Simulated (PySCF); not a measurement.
Ligands exchanged one at a time, Al Cl-OH. All species are isolated molecules in the gas phase. One relaxed conformer stands for each flexible species; it need not be the lowest. Strings in code marks are SMILES.

All values below come from B3LYP-D3(BJ)/def2-TZVP run with PySCF. All candidates: neutral, multiplicity 1. B3LYP has the VWN-RPA correlation part, as in Gaussian. Excitations are Tamm–Dancoff values on a coarser integration grid. The basis has no diffuse functions, so Rydberg states are missing or too high.

```
Item                   Value
-------------------  -------
HOMO–LUMO gap        7.70 eV
T1 excitation (TDA)  6.35 eV
S1 excitation (TDA)  6.62 eV
```

Problem. Say which member has these values.
(A) `[OH][Al]([OH])[OH]`
(B) `[Cl][Al]([Cl])[Cl]`
(C) `[OH][Al]([OH])[Cl]` (H–O–Al–Cl torsion 0°, Cl–Al–O–H torsion 180°)
(D) `[OH][Al]([Cl])[Cl]` (H–O–Al–Cl torsion 180°)

Solution. D, `[OH][Al]([Cl])[Cl]` (H–O–Al–Cl torsion 180°). The others give `[OH][Al]([OH])[Cl]` (H–O–Al–Cl torsion 0°, Cl–Al–O–H torsion 180°): 7.88 eV, 6.46 eV, 6.78 eV; `[OH][Al]([OH])[OH]`: 7.93 eV, 6.41 eV, 6.72 eV; `[Cl][Al]([Cl])[Cl]`: 7.49 eV, 6.13 eV, 6.40 eV
